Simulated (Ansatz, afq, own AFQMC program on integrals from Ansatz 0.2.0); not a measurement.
Two steps: Ansatz 0.2.0 writes the Fock matrix and Cholesky factors of the valence space, and afq projects on them the lowest state that overlaps trial and start.

```yaml
crystal:
  periodic: [false, false, false]
  atoms:
    - {symbol: Sb, position_ang: [0.000000, 0.000000, 0.000000]}
basis:
  gaussian: {orbitals: def2-TZVPP}
magnetization: {spin_polarized: true, initial_magnetization: 3}
correlation: {method: ccsd_t, electrons: outside_noble_gas, hamiltonian_folder: ham}
```

```sh
$ ansatz run in.yaml --threads 1 --pin off --events-out ev --progress --plain --max-ram 24576MiB --backend cuda --devices 0, --max-vram 18GiB
```

Options of the walk:

```
--method phaseless --trial hf --walkers 4000 --populations 20 --least-time 40 --time-step 0.005 --steps-per-block 20 --equilibration-blocks 112 --max-blocks 4000 --target-error 0.00042 --factor-cut 1e-05 --start spin_pure --seed 452 --taylor-order 6
```

Times are imaginary, in 1/Eh. The walk had a cap of 50 s. With eight or more populations the least sampling time is a fifth of least-time, and the error comes from their spread. Filled inner d shells are frozen with the cores. Core potentials past Kr, no spin–orbit coupling.

Output of the walk:

```
orbitals 41  electrons 4 1  factors 303 of 315
reference energy -239.27727291 Eh
CCSD correlation -0.07298372 Eh in 8 cycles, weight of the determinant in the CISD state 0.9469
energy of the start -239.277281 Eh
 block  time / (1/Eh)  mean weight  energy / Eh
     1     0.100  1.0001  -239.288230
     2     0.200  1.0003  -239.297229
     3     0.300  1.0003  -239.304555
     4     0.400  1.0003  -239.310858
     5     0.500  1.0004  -239.316380
     8     0.800  1.0002  -239.327565
    11     1.100  1.0003  -239.334393
    21     2.100  1.0001  -239.347362
    26     2.600  1.0001  -239.349154
    41     4.100  1.0001  -239.351595
    56     5.600  0.9999  -239.353853
    71     7.100  1.0001  -239.352157
    86     8.600  0.9999  -239.354179
   101    10.100  1.0001  -239.353151
   116    11.600  0.9999  -239.355265
   131    13.100  1.0000  -239.353805
   146    14.600  0.9999  -239.354153
   161    16.100  1.0000  -239.351306
   176    17.600  1.0000  -239.352472
   191    19.100  1.0000  -239.352940
   201    20.100  1.0002  -239.351279
error from the spread of 20 populations
energy -239.353034 +/- 0.000366 Eh
(rows thinned)
```

The run passed its tests (sampling time, drift between the halves within three errors, error under three times the target), which doesn't prove that it has relaxed. The second half of the sampling lies above the first by 1.9 errors of their difference, so the energy may still be moving and its error bar be too small.

Against this walk (error 10.0 meV) on the same determinant: CCSD(T) 9.4 meV higher (within the noise), CCSDT(Q) 7.0 meV lower (within the noise), CCSDTQ 7.3 meV lower (within the noise), full CI 7.3 meV lower (within the noise), a separate phaseless walk with a CISD trial and standard settings 3.9 ± 10.0 meV lower (within the noise). The error is statistical and leaves out the bias of the constraint.

Cautions: constraint bias not in the error; no spin-orbit coupling; inner d shell frozen.

The walk took 16 s on 1 × NVIDIA H100 80GB HBM3 with 2 threads of AMD EPYC 7R13 Processor (Zen 3) (shared host) (the card was shared). The log's last line is the phaseless energy.

CCSDT and higher add their correlation energy to the determinant of the CCSD(T) run, since their own runs factorise the integrals more tightly (a shift of under 2 meV). A walk keeps the symmetry of its determinant, which the program's search chose and which needn't be the lowest solution, so a lower state of the same spin and another symmetry isn't excluded.
